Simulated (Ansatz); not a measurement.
**The standard entropy of OH− (hydroxide) from a frequency calculation**

A linear singlet with charge -1, relaxed at PBE0/aug-cc-pVTZ (Ansatz 0.2.0):

```xyz
2

O     0.4113   -0.1316    0.2122
H    -0.4113    0.1316   -0.2122
```

Harmonic wavenumbers in cm⁻¹: 3812.

Masses in u: O 15.999, H 1.008. Take T = 298.15 K, p = 1 bar, R = 8.3145 J/(mol K), kT/hc = 207.22 cm⁻¹, rigid rotor and harmonic oscillator.

Q: Compute the standard molar entropy.

A: 
1. Translation (Sackur–Tetrode): S = R[3/2 ln M + 5/2 ln T − 1.1517] with M = 17.007 gives 144.2 J/(mol K).
2. Rotation: the moment of inertia is 0.878 u Å², so B = 16.8576/I = 19.1969 cm⁻¹; σ = 1; q = kT/(σhcB) = 10.8; S = R(ln q + 1) = 28.1.
3. Vibration: with u = ν̃/207.22, each mode gives R[u/(eᵘ − 1) − ln(1 − e⁻ᵘ)]; the sum is 0.0.
4. Electronic: R ln 1 = 0.0, from the spin multiplicity alone.
5. Sum: 144.2 + 28.1 + 0.0 + 0.0 = 172.3 J/(mol K).

No measured value is set beside it here.
